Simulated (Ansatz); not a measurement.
**CH₅O (doublet): wave-function methods side by side at distance C1–H5 along a hydrogen transfer = 1.348 Å, cc-pVDZ**

The task here is to estimate one member of a computed series from the others.

Method: cc-pVDZ, core rule «outside noble gas», up to 2 orbitals frozen; program: Ansatz 0.2.0, Gaussian basis.

To be run: UHF; CCSD(T) on ROHF; CCSD(T) on UHF; BCCD(T) on ROHF; CISD; CCSDT(Q) on ROHF; CCSDT(Q) on UHF; CASSCF and MRCISD+Q, 3 electrons in 3 orbitals; CASSCF and NEVPT2, 3 electrons in 3 orbitals.

### What is computed

The geometry derives from fragments relaxed apart (PBE0/def2-TZVP) and kept rigid, so it is no stationary point. A hydrogen atom is moved between rigid fragments.

7 atoms, charge 0, spin multiplicity 2.

Atoms are counted from 1 here; the program's logs count them from 0.

Bond lengths: C1–H2 1.090 Å, C1–H3 1.090 Å, C1–H4 1.090 Å, C1–H5 1.348 Å, O6–H7 0.973 Å. Angles: H2–C1–H3 109.5°, H2–C1–H4 109.5°, H2–C1–H5 109.5°, H3–C1–H4 109.5°, H3–C1–H5 109.5°, H4–C1–H5 109.5°.

The first run:

Contents of in.yaml:

```yaml
crystal:
  periodic: [false, false, false]
  atoms:
    - {symbol: C, position_ang: [-1.395711, 0.028666, 0.000000]}
    - {symbol: H, position_ang: [-1.758917, 1.055967, 0.000000]}
    - {symbol: H, position_ang: [-1.758917, -0.484985, 0.889668]}
    - {symbol: H, position_ang: [-1.758917, -0.484984, -0.889669]}
    - {symbol: H, position_ang: [-0.047711, 0.028666, 0.000000]}
    - {symbol: O, position_ang: [1.286289, 0.028666, 0.000000]}
    - {symbol: H, position_ang: [1.538148, -0.911284, 0.000000]}
basis:
  gaussian: {orbitals: cc-pVDZ}
magnetization: {spin_polarized: true, initial_magnetization: 1}
hamiltonian: {xc: hf}
output: {orbitals: {seedname: orbitals}}
```

Command:

```console
$ ansatz run in.yaml --threads 1 --pin off --events-out ev --progress --plain --max-ram 4096MiB --backend cpu
```

Among the steps run: UHF; CCSD(T) on ROHF; CCSD(T) on UHF; BCCD(T) on ROHF; CISD; CCSDT(Q) on ROHF; CCSDT(Q) on UHF; CASSCF and MRCISD+Q, 3 electrons in 3 orbitals; CASSCF and NEVPT2, 3 electrons in 3 orbitals.

One table of the session follows, with a row left open; its other results are not shown here.

```
       method  from UCCSDT(Q) (meV)
         ROHF              +10714.1
          UHF              +10368.1
         RMP2               +1323.0
         UMP2               +1314.3
         CISD               +1286.5
        RCCSD                +275.0
        UCCSD                +261.7
     RCCSD(T)                     ?
     UCCSD(T)                 +42.7
      BCCD(T)                 +42.3
       RCCSDT                 +20.7
       UCCSDT                 +19.3
    RCCSDT(Q)                  +0.4
    UCCSDT(Q)                     0
  CASSCF pair               +9876.3
  NEVPT2 pair               +1139.8
  MRCISD pair               +1045.9
MRCISD+Q pair                +171.2
```

**Question.** Estimate the row for RCCSD(T).

**Answer.** from UCCSDT(Q) (meV): +43.0. In the column «from UCCSDT(Q) (meV)» it lies between UCCSD(T) (+42.7) and MRCISD+Q pair (+171.2).

Caveats from the session: Restricted and unrestricted rows rest on different reference determinants; where their highest levels disagree by more than a few hundredths of an eV, they describe different states and don't form one ladder.
